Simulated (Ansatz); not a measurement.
**CH₂LiS radical (SMILES [Li][S][CH2]): functionals against CCSD(T) at one geometry**

One table from this session's results is given with a row withheld; the runs are named, their logs left out.

Computed with Ansatz 0.2.0, Gaussian basis. Level: single points in def2-TZVPP.

Cores are frozen in the correlated methods. The outer core shell of Li, Na, Mg and K is correlated. Orbitals are unrestricted.

### The starting structure

SMILES `[Li][S][CH2]`, 5 atoms, charge 0, spin multiplicity 2.

Atoms are counted from 1 here; the program's logs count them from 0.

Bond lengths: Li1–S2 2.180 Å, S2–C3 1.707 Å, C3–H4 1.028 Å, C3–H5 1.114 Å. Angles: Li1–S2–C3 113.5°, S2–C3–H4 121.3°, S2–C3–H5 113.6°, H4–C3–H5 121.7°.

As a file:

```xyz
5
charge 0, multiplicity 2
Li   -1.15720   -1.22730    1.91200
S    -1.08670    0.09110    0.17670
C     0.47580    0.24970   -0.49310
H     0.74540   -0.25640   -1.34660
H     1.00960    1.17160   -0.16630
```

Set-up of the first run:

Contents of run/in.yaml:

```yaml
crystal:
  periodic: [false, false, false]
  atoms:
    - {symbol: Li, position_ang: [-1.157200, -1.227300, 1.912000]}
    - {symbol: S, position_ang: [-1.086700, 0.091100, 0.176700]}
    - {symbol: C, position_ang: [0.475800, 0.249700, -0.493100]}
    - {symbol: H, position_ang: [0.745400, -0.256400, -1.346600]}
    - {symbol: H, position_ang: [1.009600, 1.171600, -0.166300]}
basis:
  gaussian: {orbitals: def2-TZVPP}
magnetization: {spin_polarized: true, initial_magnetization: 1}
correlation: {method: ccsd_t}
scf: {omitted_lower_state_checks: [cluster_reference]}
output: {forces: true}
```

The command line of these runs was not kept.

Steps of the session up to this table: CCSD(T)/def2-TZVPP; PBE0-D4/def2-TZVPP; wB97M-V/def2-TZVPP; r2SCAN-D4/def2-TZVPP; PBE-D4/def2-TZVPP; BLYP-D4/def2-TZVPP; CAM-B3LYP-D4/def2-TZVPP.

One of the session's tables, all rows but one given; the rest of the session is left out.

| method | RMS force component (eV/Å) | angle to CCSD(T) forces (°) | dipole (D) |
| --- | --- | --- | --- |
| CCSD(T) | 1.060 | reference | 7.09 |
| PBE0-D4 | ? | ? | ? |
| wB97M-V | 1.045 | 5.4 | 6.94 |
| r2SCAN-D4 | 1.056 | 3.8 | 6.94 |
| PBE-D4 | 1.080 | 8.5 | 6.52 |
| BLYP-D4 | 1.052 | 5.1 | 6.24 |
| CAM-B3LYP-D4 | 1.054 | 6.7 | 6.94 |

**Question.** Estimate the row for PBE0-D4.

As computed: RMS force component (eV/Å): 1.068; angle to CCSD(T) forces (°): 7.3; dipole (D): 6.90. In the column «RMS force component (eV/Å)» it lies between CCSD(T) (1.060) and PBE-D4 (1.080).
